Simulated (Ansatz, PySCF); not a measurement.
This PySCF input computes a BLYP/def2-TZVPD energy:

```python
from pyscf import gto, scf, dft

mol = gto.M(
    atom='''
    C     0.59753466    1.74308735    0.00415876
    C     0.59953286    0.40913995    0.00070042
    C    -0.59953286   -0.40913995   -0.00070042
    C    -0.59753466   -1.74308735   -0.00415876
    H     1.51677473    2.31296276    0.00508382
    H    -0.32918900    2.30525528    0.00617206
    H     1.54641423   -0.12382865   -0.00124931
    H    -1.54641423    0.12382865    0.00124931
    H     0.32918900   -2.30525528   -0.00617206
    H    -1.51677473   -2.31296276   -0.00508382
    ''',
    basis='def2-tzvpd',
    charge=0,
    spin=0,
    verbose=4,
)

mf = dft.RKS(mol, xc='blyp').density_fit(auxbasis='def2-universal-jkfit')
mf.grids.level = 3
mf.conv_tol = 1e-9
mf.max_cycle = 100
mf.max_memory = 1500
mf.kernel()
if not mf.converged:
    mf = mf.newton()
    mf.kernel(mf.make_rdm1())
mf.analyze()
```

**Question.** Write an input for the same energy in Ansatz (an electronic-structure program) and say what it gives.

**Answer.** 
Ansatz 0.2 input:
```yaml
crystal:
  periodic: [false, false, false]
  atoms:
    - {symbol: C, position_ang: [0.59753466, 1.74308735, 0.00415876]}
    - {symbol: C, position_ang: [0.59953286, 0.40913995, 0.00070042]}
    - {symbol: C, position_ang: [-0.59953286, -0.40913995, -0.00070042]}
    - {symbol: C, position_ang: [-0.59753466, -1.74308735, -0.00415876]}
    - {symbol: H, position_ang: [1.51677473, 2.31296276, 0.00508382]}
    - {symbol: H, position_ang: [-0.32918900, 2.30525528, 0.00617206]}
    - {symbol: H, position_ang: [1.54641423, -0.12382865, -0.00124931]}
    - {symbol: H, position_ang: [-1.54641423, 0.12382865, 0.00124931]}
    - {symbol: H, position_ang: [0.32918900, -2.30525528, -0.00617206]}
    - {symbol: H, position_ang: [-1.51677473, -2.31296276, -0.00508382]}
basis:
  gaussian:
    orbitals: def2-TZVPD
hamiltonian:
  xc: {name: BLYP}
output: {forces: true}
```
It gives -155.97358 Eh, and PySCF -155.97370 Eh, a difference of 0.12 mEh, from the treatment of integrals and grids.
